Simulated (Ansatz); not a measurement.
## Worked example: correlation energy of BAs⁺, quartet

Geometry: a point of a stretch scan, not a stationary point.

```json
{"atom": "B", "x (Å)": "0.0000", "y (Å)": "0.0000", "z (Å)": "0.0000"}
{"atom": "As", "x (Å)": "0.0000", "y (Å)": "0.0000", "z (Å)": "2.1270"}
```

Basis cc-pVDZ; Ansatz 0.2.0. Correlated methods freeze the noble-gas cores and the filled d shells of p-block atoms, which leaves 7 electrons in 26 orbitals. Prefix R: restricted or restricted open-shell reference. No spin–orbit coupling is included, and no scalar relativity.

Full CI is exact within this basis and frozen core; it isn't the basis-set limit.

Runs differ by some tens of microhartree through their thresholds and, for an open shell, their frozen cores, so steps under 0.03 kcal/mol mean nothing.

| level | total energy (hartree) |
| --- | --- |
| RHF | -2258.451321 |
| RMP2 | -2258.556650 |
| RCCSD | -2258.588508 |
| RCCSD(T) | -2258.594608 |
| RCCSDT | -2258.596228 |
| RCCSDT(Q) | -2258.596603 |
| full CI | -2258.596645 |

Task: What is the correlation energy at full CI, and what share of it do RMP2 and RCCSD recover?

Result: E(corr) = -2258.596645 − (-2258.451321) = -0.145324 hartree = -3.954 eV. RMP2: -0.105329 / -0.145324 = 72.48 %. RCCSD: -0.137187 / -0.145324 = 94.40 %.

Task: By how many kcal/mol does RCCSD(T) miss full CI (1 hartree = 627.509 kcal/mol), and which steps make up the rest?

Result: -2258.594608 − (-2258.596645) = 0.002037 hartree = 1.28 kcal/mol. Steps: RCCSDT − RCCSD(T) = -1.02, RCCSDT(Q) − RCCSDT = -0.24, full CI − RCCSDT(Q) = -0.03 kcal/mol. Differences between like states or geometries often cancel part of this.
